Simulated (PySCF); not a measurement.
Published values to compare with (the computed states carry no symmetry labels, so the two lists aren't matched line by line):

```
     state  E (eV)      f                                        kind of transition  source
    A 3Σu+    6.22         Te (adiabatic, minimum to minimum, no zero-point energy)     [1]
     B 3Πg    7.39         Te (adiabatic, minimum to minimum, no zero-point energy)     [1]
     W 3Δu    7.42         Te (adiabatic, minimum to minimum, no zero-point energy)     [1]
3Σu+(π→π*)    7.70                                              vertical absorption     [2]
3Σu+(π→π*)    7.75                                              vertical absorption     [3]
 3Πg(n→π*)    8.01                                              vertical absorption     [2]
 3Πg(n→π*)    8.04                                              vertical absorption     [3]
   B' 3Σu-    8.22         Te (adiabatic, minimum to minimum, no zero-point energy)     [1]
   a' 1Σu-    8.45         Te (adiabatic, minimum to minimum, no zero-point energy)     [1]
     a 1Πg    8.59         Te (adiabatic, minimum to minimum, no zero-point energy)     [1]
 3Δu(π→π*)    8.87                                              vertical absorption     [2]
 3Δu(π→π*)    8.88                                              vertical absorption     [3]
     w 1Δu    8.94         Te (adiabatic, minimum to minimum, no zero-point energy)     [1]
 1Πg(n→π*)    9.31                                              vertical absorption     [3]
 1Πg(n→π*)    9.34                                              vertical absorption     [2]
3Σu-(π→π*)    9.66                                              vertical absorption     [2]
3Σu-(π→π*)    9.67                                              vertical absorption     [3]
1Σu-(π→π*)    9.88                                              vertical absorption     [2]
1Σu-(π→π*)    9.92                                              vertical absorption     [3]
 1Δu(π→π*)   10.27                                              vertical absorption     [3]
 1Δu(π→π*)   10.29  0.000                                       vertical absorption     [2]
1Σg+(n.d.)   12.98                                              vertical absorption     [2]
 1Πu(n.d.)   13.03  0.458                                       vertical absorption     [2]
1Σu+(n.d.)   13.09  0.296                                       vertical absorption     [2]
 1Πu(n.d.)   13.46  0.000                                       vertical absorption     [2]
```

[1] measured, gas; Huber, Herzberg, Constants of Diatomic Molecules, NIST Chemistry WebBook
[2] computed, theoretical best estimate (aug-cc-pVTZ, frozen core, CC3 geometry), gas; Veril, Scemama, Caffarel, Lipparini, Boggio-Pasqua, Jacquemin, Loos, WIREs Comput. Mol. Sci. 2021, 11, e1517 (QUESTDB)
[3] measured, gas; Loos, Scemama, Blondel, Garniron, Caffarel, Jacquemin (2018), arXiv:1807.02045, literature column

Compound: N2.
InChI=1S/N2/c1-2

Method used: TDDFT CAM-B3LYP/aug-cc-pVTZ, vertical, gas phase, core orbitals frozen in the response (PySCF). Isolated species at its PBE0-D3(BJ)/def2-TZVP geometry, gas phase.

Computed singlets: 9.40 eV (f 0.000); 9.51 eV (f 0.000 summed over 2 states); 9.86 eV (f 0.000 summed over 2 states); 12.69 eV (f 0.249); 12.81 eV (f 0.000); 12.96 eV (f 0.203 summed over 2 states) [of 10 roots; the last level is left out, as the window may have cut its degenerate partner]. Computed triplets (Tamm–Dancoff): 7.69, 7.92, 7.92 eV.

Question: How does the lowest computed singlet compare with the best estimate listed for the lowest singlet (vertical absorption)?

Answer: 9.40 eV against 9.34 eV for 1Πg(n→π*) [2]: a difference of +0.06 eV. Geometry and basis of the two calculations needn't be the same.

Question: How does the lowest computed triplet compare with the best estimate listed for the lowest triplet (vertical absorption)?

Answer: 7.69 eV against 7.70 eV for 3Σu+(π→π*) [2]: a difference of -0.01 eV. Geometry and basis of the two calculations needn't be the same.

n.d. means that the source names no orbital transition; it classes the state at 12.98 eV as Rydberg, the state at 13.03 eV as Rydberg, the state at 13.09 eV as Rydberg and the state at 13.46 eV as Rydberg.

Adiabatic (Te) and 0-0 energies refer to the relaxed excited state and aren't the vertical quantity computed here.

Hardware: one thread, Arm Neoverse N1 (aarch64), shared host. Cost: 2.3 s of wall time, 0.31 GiB resident at most.
